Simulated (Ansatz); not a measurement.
Anatase TiO2 (metastable phase)

All values below come from PBE-D4 in Ansatz (plane waves, PAW).

Numerical settings: plane-wave cutoff 500 eV, 12×12×12 k mesh, gaussian smearing 0.02 eV, no spin polarisation, scalar-relativistic PAW data made under PBE.

Cell: relaxed at this level.

```yaml
equilibrium_volume_per_atom: 11.45 Å³/atom
lattice_constant_a: 3.783 Å
lattice_parameter_c: 9.604 Å
band_gap: 2.13 eV (on the SCF k mesh)
```

Measured, for comparison: band gap 3.42 eV (low temperature, zero-point motion not removed, gap of extended states, from the Urbach tail; as tabulated in Kang and Hybertsen (2010), arXiv:1006.4085); lattice constant a 3.784 Å, lattice parameter c 9.514 Å (room temperature, not corrected to a static lattice; as tabulated in Horn, Schwerdtfeger, Meagher, Refinement of the structure of anatase at several …). Computed (rounded) less measured: band gap -1.29 eV, lattice constant a 0.0 %, lattice parameter c +0.9 %.

The computed numbers hold no vibrational or temperature effects.

It cost roughly 70 core-seconds of CPU time.

Ansatz is a quantum-chemistry and plane-wave program.
